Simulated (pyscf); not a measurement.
PySCF, gas phase, ωB97X-D3(BJ)/def2-SVP geometries.

Q: H₂O + HO–Si(OH)(OH)–F → HO–Si(OH)(OH)–OH + HF
Surface: singlet. Broken: H–O, F–Si. Formed: O–Si, F–H. Give ΔE‡ and ΔE from ωB97M-D3(BJ)/def2-TZVP, relative to the separated reactants.

A: ΔE‡ = 87.5 kJ/mol, ΔE = +38.5 kJ/mol. Zero-point energy shifts the barrier by +8.6 kJ/mol. It is a four-centre exchange, with an imaginary mode of 539i cm⁻¹. On the reactant side the descent ends in a bound adduct (not fully relaxed), 39.1 kJ/mol under the separated species and 127.3 kJ/mol under the saddle at ωB97X-D3(BJ)/def2-TZVP. On the product side the descent ends in a bound adduct (not fully relaxed), 45.8 kJ/mol under the separated species and 96.8 kJ/mol under the saddle at ωB97X-D3(BJ)/def2-TZVP. One saddle was located; it need not be the lowest between these sides.
